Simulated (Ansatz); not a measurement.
`CC1C=C1` → `C1=CC1` + `[CH2]` (triplet) at 400 K and 1 bar (formal loss of a carbene).

Gas-phase electronic energies from Ansatz, PBE0-D4/def2-TZVP geometries. CCSD(T)/CBS adds triple-zeta CCSD(T) − MP2 to the extrapolated MP2 energy (def2 sets, frozen cores). This one scheme is used for every species. Triplets are unrestricted, without spin–orbit coupling.

| species | CCSD(T)/CBS energy (Eh) | H − E (kJ/mol) | S (J/(mol·K)) |
| --- | --- | --- | --- |
| `CC1C=C1` | -155.72298 | 244.5 | 305.6 |
| `C1=CC1` | -116.45901 | 164.9 | 259.5 |
| `[CH2]` (triplet) | -39.09499 | 59.0 | 205.7 |

H − E and S are ideal-gas, rigid-rotor, harmonic terms from PBE0-D4/def2-TZVP, with the whole ground term of open shells counted as degenerate. 1 Eh = 2625.50 kJ/mol, R = 8.31446 J/(mol·K).

Problem. By hand: ΔE, ΔH, ΔS and ΔG.

Solution. ΔE = (-116.45901) + (-39.09499) − (-155.72298) = 0.16898 Eh = 443.7 kJ/mol. Δ(H − E) = 164.9 + 59.0 − 244.5 = -20.6, so ΔH = 423.1 kJ/mol. ΔS = 259.5 + 205.7 − 305.6 = 159.6 J/(mol·K). ΔG = 423.1 − 400 × (159.6)/1000 = 359.3 kJ/mol.

Problem. By hand: the equilibrium constant, and the temperature at which ΔG would vanish if ΔH and ΔS stayed fixed.

Solution. log₁₀ K = −ΔG/(RT ln 10) = -46.9. ΔG = 0 at ΔH/ΔS = 2651 K, far beyond where these terms or the molecules hold.

The number of gas molecules changes by +1, which sets the sign of ΔS. A doubt of 5 kJ/mol in ΔE shifts log₁₀ K by 0.7 here. A triplet takes part, so the spin changes. These are equilibria of isolated gas molecules and say nothing of rates. Largest T1 diagnostic: 0.011 (customary marks: 0.02 for closed shells, 0.045 for open ones).
